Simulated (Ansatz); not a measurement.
# C2H3B: the cost of one run

The runs use Ansatz 0.2.0, Gaussian basis; r2SCAN-D4/def2-SVP.

1 further run of the same task is left out (it didn't finish).

## 1. Where the work starts

SMILES `B1=CC1`, 6 atoms, charge 0, spin multiplicity 1.

Atoms are counted from 1 here; the program's logs count them from 0.

Bond lengths: B1–C2 1.355 Å, B1–C3 1.505 Å, C2–C3 1.674 Å, C2–H4 1.062 Å, C3–H5 1.087 Å, C3–H6 1.087 Å. Angles: C2–B1–C3 71.5°, B1–C2–C3 58.4°, B1–C2–H4 168.8°, C3–C2–H4 132.8°, B1–C3–C2 50.1°, B1–C3–H5 123.5°, B1–C3–H6 123.5°, C2–C3–H5 116.8°, C2–C3–H6 116.8°, H5–C3–H6 111.0°.

As a file:

```xyz
6

B    -1.2386   -0.0373   -0.1631
C    -0.2477   -0.9615   -0.1246
C     0.0677    0.6711    0.0733
H     0.3747   -1.8216   -0.1268
H     0.6358    1.1599   -0.7139
H     0.4081    0.9893    1.0551
```

## 2. The run

Input file md/in.yaml:

```yaml
crystal:
  periodic: [false, false, false]
  atoms:
    - {symbol: B, position_ang: [-1.238590, -0.037330, -0.163050]}
    - {symbol: C, position_ang: [-0.247690, -0.961450, -0.124580]}
    - {symbol: C, position_ang: [0.067670, 0.671120, 0.073290]}
    - {symbol: H, position_ang: [0.374730, -1.821570, -0.126770]}
    - {symbol: H, position_ang: [0.635760, 1.159890, -0.713940]}
    - {symbol: H, position_ang: [0.408130, 0.989350, 1.055060]}
basis:
  gaussian: {orbitals: def2-SVP}
hamiltonian: {xc: r2scan, dispersion: d4}
md: {n_steps: 30, timestep: 0.5, temperature: 300, ensemble: nvt_langevin, seed: 47, friction: 0.002, initial_velocities: maxwell_boltzmann}
```

Run with:

```sh
$ ansatz run in.yaml --threads 2 --pin off --events-out ev --progress --plain --max-ram 3481MiB
```

Q: Estimate wall time and peak memory on 2 threads of Intel Xeon at 2.50GHz, shared host.

About 1.7 min, with a peak of 0.12 GiB.
